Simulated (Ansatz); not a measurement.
A nudged elastic band was laid between two geometries of CH7BO (10 atoms, charge 0, multiplicity 1).

Method: RKS PBE0/def2-SVP (Ansatz).

```
movable images  : 5
climbing image  : yes
spring          : 5.0 eV/Å²
optimiser       : quadratic models (default)
start path      : through a guess of the saddle point
force threshold : 0.05 eV/Å
iteration limit : 60
end points      : relaxed
```

Image 0:

```xyz
10
Properties=species:S:1:pos:R:3
B 0.110 0.008 0.180
H 0.195 -0.665 1.205
C 1.393 -0.001 -0.764
H 1.497 -1.012 -1.194
H 1.321 0.697 -1.615
H 2.345 0.200 -0.238
H -0.977 -0.074 -0.373
O 0.030 1.596 0.797
H 0.843 1.765 1.293
H -0.691 1.616 1.441
```

Image 6:

```xyz
10
Properties=species:S:1:pos:R:3
B 0.345 0.128 -0.500
H -1.479 1.379 3.465
C 1.696 0.061 -1.298
H 1.911 -0.986 -1.573
H 1.588 0.599 -2.255
H 2.574 0.467 -0.769
H -0.691 -0.286 -0.976
O 0.235 0.638 0.749
H 1.074 0.958 1.100
H -1.187 1.172 2.792
```

(1) Which bonds break or form, and what moves?

(2) What energy profile does the band end with?

(3) What is the geometry of the highest image?

Answers

(1) Bonds broken: B1–H2, O8–H10. Bonds formed: H2–H10. CH7BO becomes CH5BO + H2.

(2) The forces met the threshold. The highest image is number 1 of 0 to 6, 0.83 eV above the first end and 1.63 eV above the last; the last end lies 0.80 eV below the first. Neighbouring images differ by up to 1.5 eV, so the band resolves the path poorly. A vibrational analysis at the climbing image gives one clearly imaginary mode, 1294i cm⁻¹: a first-order saddle point. The orbitals stay closed-shell, which can raise the energy where a bond breaks towards radicals; this wasn't checked here.

```csv
image,path coordinate (Å),energy (eV),B1–H2 (Å),O8–H10 (Å),H2–H10 (Å)
0,0.00,0.00,1.23,0.97,2.46
1,1.45,0.83,1.37,1.26,1.03
2,2.74,-0.66,2.51,2.38,0.76
3,4.02,-0.78,3.58,2.71,0.76
4,5.30,-0.79,4.11,2.63,0.76
5,6.59,-0.80,4.41,2.56,0.76
6,7.87,-0.80,4.54,2.55,0.76
```

(3) 
```xyz
10
Properties=species:S:1:pos:R:3
B 0.007 0.273 0.096
H 0.029 -0.410 1.278
C 1.372 0.032 -0.670
H 1.469 -1.020 -0.983
H 1.392 0.637 -1.593
H 2.271 0.285 -0.083
H -1.047 -0.039 -0.409
O -0.129 1.674 0.807
H 0.736 2.100 0.825
H -0.033 0.597 1.463
```

The run took 4 min on 1 thread of Intel(R) Xeon(R) Platinum 8488C (Sapphire Rapids), with other jobs on the host, peak memory 0.15 GiB.
